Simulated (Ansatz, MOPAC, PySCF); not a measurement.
Molecule: CH2Cl2, charge 0, multiplicity 1. SMILES: ClCCl
Structure (B3LYP-D3(BJ)/def2-TZVP (Ansatz, a quantum-chemistry and plane-wave program) minimum search):
```xyz
5

C      0.0039     0.0052     0.7673
Cl    -0.0175     1.4825    -0.2263
Cl     0.0153    -1.4855    -0.2061
H     -0.8904    -0.0005     1.3784
H      0.9045     0.0193     1.3690
```

Unscaled harmonic wavenumbers (cm⁻¹) in rising order, each level at the stationary point that it reaches from this structure (no distance between atoms moves by over 0.3 Å); the order of modes can differ between levels, and a negative number is imaginary. B3LYP-D3(BJ)/def2-TZVP (PySCF, at the structure above): 279, 702, 721, 901, 1172, 1288, 1466, 3119, 3195.

PM3 (MOPAC): 274, 660, 669, 887, 1091, 1218, 1353, 3032, 3076. Zero-point energy 17.5 against 18.4 kcal/mol; where all levels lie over 400 cm⁻¹, the wavenumbers are on average 0.949 times those of B3LYP-D3(BJ)/def2-TZVP.

PM6 (MOPAC): 287, 760, 794, 870, 1062, 1211, 1244, 2629, 2687. Zero-point energy 16.5 against 18.4 kcal/mol; where all levels lie over 400 cm⁻¹, the wavenumbers are on average 0.941 times those of B3LYP-D3(BJ)/def2-TZVP.

PM7 (MOPAC): 271, 732, 772, 872, 1068, 1230, 1280, 2621, 2677. Zero-point energy 16.5 against 18.4 kcal/mol; where all levels lie over 400 cm⁻¹, the wavenumbers are on average 0.937 times those of B3LYP-D3(BJ)/def2-TZVP.

HF/3-21G (Ansatz): 276, 672, 729, 935, 1256, 1386, 1588, 3360, 3465. Zero-point energy 19.5 against 18.4 kcal/mol; where all levels lie over 400 cm⁻¹, the wavenumbers are on average 1.050 times those of B3LYP-D3(BJ)/def2-TZVP.
